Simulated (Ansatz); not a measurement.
## Ansatz (development build ahead of 0.2.0) run

```yaml
crystal:
  periodic: [false, false, false]
  atoms:
    - { symbol: O, position_ang: [0.0001, 0.01399, -1.34591] }
    - { symbol: C, position_ang: [0.01971, 0.00958, -0.21254] }
    - { symbol: S, position_ang: [-0.01329, 0.01066, 1.51269] }
basis:
  gaussian: { orbitals: def2-SVP }
total_charge: 1
magnetization:
  initial_magnetization: 1
hamiltonian:
  xc: hf
correlation:
  method: mp2
  frozen_orbitals: { C: 1, O: 1, S: 5 }
```

The input is written out in the form of the current development build from the run's settings. Correlation on restricted open-shell orbitals is semicanonical, with singles.

Output:

```yaml
Converged: yes
Reference_energy: -509.68438 hartree
Correlation_energy: -0.40906 hartree
Total_energy: -510.09343 hartree
Spin_squared_of_the_determinant: 0.750
Stability_test: minimum among restricted orbitals
Occupied_orbitals_by_symmetry_in_an_Abelian_subgroup_alpha;_beta: 12 A' 3 A''; 11 A' 3 A''
```

Messages of the program:
```
mean field -13869.21843333 eV, -509.6843765311 hartree, gradient 2.2e-6 eV, S^2 0.750000; 7 other ends of a descent, 0 dependent functions left out
```
